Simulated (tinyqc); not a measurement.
Hueckel theory of the pi electrons with the omega technique, for the molecule C=C1C=C1 (SMILES; centres numbered as the heavy atoms are written), step by step. One step of it, computed by the program tinyqc.

Question. Omega technique, round 2. h_r = h_r(0) + omega q_r, omega = 1.4, with q_r = z_r - P_rr.

Hueckel matrix in units of beta (H = alpha + beta A), order 1C, 2C, 3C, 4C:
```
[[0.000000, 1.000000, 0.000000, 0.000000],
 [1.000000, 0.000000, 1.000000, 1.000000],
 [0.000000, 1.000000, 0.000000, 1.000000],
 [0.000000, 1.000000, 1.000000, 0.000000]]
```

charge and bond-order matrix P, order 1C, 2C, 3C, 4C:
```
[[1.030626, 0.896173, -0.312999, -0.312999],
 [0.896173, 1.171501, 0.289363, 0.289363],
 [-0.312999, 0.289363, 0.898937, 0.898937],
 [-0.312999, 0.289363, 0.898937, 0.898937]]
```

Centres:
```
centre  z_r, pi electrons of the neutral centre         h
1C                                            1  0.000000
2C                                            1  0.000000
3C                                            1  0.000000
4C                                            1  0.000000
```

Give: matrix after round 2.

Answer.

matrix after round 2, order 1C, 2C, 3C, 4C:
```
[[-0.0429, 1.0000, 0.0000, 0.0000],
 [1.0000, -0.2401, 1.0000, 1.0000],
 [0.0000, 1.0000, 0.1415, 1.0000],
 [0.0000, 1.0000, 1.0000, 0.1415]]
```
